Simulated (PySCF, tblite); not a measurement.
# C₂ClF₃ (triplet): geometry, infrared bands and EPR parameters

Aim: predict the infrared bands and EPR parameters of C₂ClF₃ (triplet) (`FC(F)(F)[C]Cl`).

Programs: tblite 0.8.0 and PySCF 2.14.0, with density-fitted response routines of our own. Each step states its level of theory. These are calculated values for one molecule in the gas phase, unless marked as measured. Atoms count from 0, in the outputs and in this text.

## 1. Starting geometry

6 atoms, charge 0, multiplicity 3; geometry from: force field or distance geometry start.

Bonds of the start (Å): F0–C1 1.34, C1–F2 1.37, C1–F3 1.35, C1–C4 1.45, C4–Cl5 1.76.

## 2. Optimising the geometry with GFN2-xTB

The job: settings as JSON, then the geometry in Å.

```
{"job": {"kind": "relax", "xc": "GFN2-xTB", "basis": "xTB"}, "charge": 0, "multiplicity": 3}
F     -1.535900     0.496300    -0.033100
C     -0.455200    -0.288800     0.003600
F     -0.502500    -1.028600     1.151700
F     -0.508000    -1.136700    -1.044100
C      0.765000     0.497700    -0.020000
Cl     2.239600     1.462100    -0.079600
```

Launch:

```sh
$ OMP_NUM_THREADS=1 python probes_run.py task.json out
```

One launch serves the whole session: the jobs run in the order shown.

**Question.** This job is followed by: GFN2-xTB harmonic vibrations, gas phase; UKS B3LYP, pcH-1 on C Cl F, non-relativistic, mean-field spin-orbit, GIAO. Predict these results of the whole session: strongest single infrared mode (GFN2-xTB); zero-point energy (GFN2-xTB); D, E (B3LYP); g(iso) (B3LYP); ⟨S²⟩; largest a(iso) (averaged by class); surface potential, 1st and 99th percentile.

The runs gave:

| quantity | value |
| --- | --- |
| strongest single infrared mode (GFN2-xTB) | 917 cm⁻¹, 303 km/mol |
| zero-point energy (GFN2-xTB) | 10.5 kcal/mol |
| D, E (B3LYP) | 2.408, 0.065 cm⁻¹ |
| g(iso) (B3LYP) | 2.00397 |
| ⟨S²⟩ | 2.006 (exact 2.00) |
| largest a(iso) (averaged by class) | 13C on C4, 320.7 MHz |
| surface potential, 1st and 99th percentile | -0.53 V and 1.29 V |

The optimisation took 76 steps and gained 0.758 eV; among the close pairs (by a distance rule), C4–Cl5 changed most, from 1.763 to 1.617 Å. No mode is imaginary among the 12: a minimum at this level. The strongest single mode, at 917 cm⁻¹, moves mainly C1. GFN2-xTB is a fitted tight-binding method: band positions and strengths are rough. Its intensities can rank the bands wrongly. Most of the unpaired spin sits on C4 (1.66 e). The isotropic g lies 1.6 ppt above the free-electron value. The triplet studied here may not be the ground state; the singlet was not compared.
